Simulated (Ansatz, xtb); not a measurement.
System: C$_{4}$H$_{5}$ (charge 0, doublet). It need not be the lowest isomer of its formula. SMILES: [C]1=CCC1
Coordinates optimised at B3LYP-D3(BJ)/def2-TZVP (Ansatz, an electronic-structure program):
```xyz
9

C      0.0033    -0.6896     0.8343
C     -0.0067     0.6330     0.9008
C      0.0078    -0.8496    -0.6675
C     -0.0040     0.7213    -0.6277
H     -0.0140     1.3789     1.6796
H     -0.8797    -1.3093    -1.1007
H      0.9040    -1.2960    -1.0968
H      0.8906     1.1748    -1.0586
H     -0.9034     1.1615    -1.0626
```
Charge 0, spin multiplicity 2.

Harmonic wavenumbers from GFN2-xTB (xtb, at its own minimum), cm⁻¹: 309, 724, 802, 829, 925, 953, 966, 1013, 1095, 1110, 1114, 1159, 1203, 1428, 1448, 1651, 2975, 2979, 3013, 3019, 3166.

**Question.** Give the harmonic wavenumbers at B3LYP-D3(BJ)/def2-TZVP (Ansatz, finite differences of forces, unscaled).

**Answer.** 329, 711, 824, 836, 871, 890, 1004, 1029, 1065, 1126, 1158, 1196, 1230, 1463, 1480, 1610, 3032, 3070, 3089, 3119, 3236 cm⁻¹. Zero-point energy 46.3 kcal/mol.

**Question.** From these and the geometry, give the ideal-gas thermochemistry at 298.15 K and 1 atm (rigid rotor, harmonic oscillator).

**Answer.** Point group Cs, rotational symmetry number 1. Rotational constants 15.06, 12.03, 7.312 GHz. S(trans) 37.83, S(rot) 23.01, S(vib) 2.69, S(elec, spin only) 1.38, S 64.9 cal/(mol K). H(298) - H(0) 2.96 kcal/mol; G - E(el) 29.9 kcal/mol.
